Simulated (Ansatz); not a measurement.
**B₂H+ (triplet): wave-function methods side by side, def2-QZVPP**

One table from this session's results is given with a row withheld; the runs are named, their logs left out.

Method: def2-QZVPP, core rule «outside noble gas», up to 2 orbitals frozen; program: Ansatz 0.2.0, Gaussian basis.

To be run: UHF; ROHF; CCSD(T) on UHF.

## What is computed

The geometry is a PBE0/def2-TZVP stationary point (not a proven minimum) of the parent state, kept for this charge and spin.

3 atoms, charge 1, spin multiplicity 3.

Atoms are counted from 1 here; the program's logs count them from 0.

Bond lengths: B1–B2 1.520 Å, B1–H3 1.178 Å. Angles: B2–B1–H3 180.0°.

The first run:

The input, in.yaml:

```yaml
crystal:
  periodic: [false, false, false]
  atoms:
    - {symbol: B, position_ang: [0.000000, 0.000000, 0.114060]}
    - {symbol: B, position_ang: [0.000000, 0.000000, -1.406367]}
    - {symbol: H, position_ang: [0.000000, 0.000000, 1.292307]}
basis:
  gaussian: {orbitals: "def2-QZVPP.json"}
total_charge: 1
magnetization: {spin_polarized: true, initial_magnetization: 2}
hamiltonian: {xc: hf}
output: {orbitals: {seedname: orbitals}}
```

The run is started by

```console
> ansatz run in.yaml --threads 1 --pin off --events-out ev --progress --plain --max-ram 2393MiB
```

Steps of the session up to this table: UHF; ROHF; CCSD(T) on UHF.

One table of the session follows, with a row left open; its other results are not shown here.

It belongs to the step «Misses and costs». 

| method | from UCCSD(T) (kJ/mol) |
| --- | --- |
| ROHF | ? |
| UHF | +340.6 |
| UMP2 | +68.7 |
| UCCSD | +9.6 |
| UCCSD(T) | 0 |

Q: Estimate the row for ROHF from the others.

**Answer.** from UCCSD(T) (kJ/mol): +345.7. In the column «from UCCSD(T) (kJ/mol)» it is the highest.
